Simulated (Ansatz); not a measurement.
Niobium, bcc: convergence with cold smearing

Computed with Ansatz, PBE, scalar-relativistic PAW, on the relaxed cell (a = 3.310 Å; spin not included). Errors count from a run at 420 eV on a Γ-centred 22×22×22 mesh with Fermi-Dirac smearing of 0.1 eV, extrapolated to zero width. Fixed here: cutoff 420 eV, mesh 13×13×13. The SCF starts from atomic densities corrected by a trained network.

```tsv
width (eV)	E(σ→0) error (meV/atom)	F error (meV/atom)	P (GPa)	SCF iterations
0.01	-5.6	-5.7	-0.41	5
0.03	-5.7	-5.8	-0.45	5
0.1	-6.4	-5.1	-0.56	5
0.3	-0.7	0.6	-0.33	5
0.6	0.2	4.0	-0.32	5
1.0	2.0	21.7	-0.69	5
```

Problem. What does the run at 0.2 give (width)?

Solution. E(σ→0) error (meV/atom): -2.9; F error (meV/atom): -1.1; P (GPa): -0.44; SCF iterations: 5.
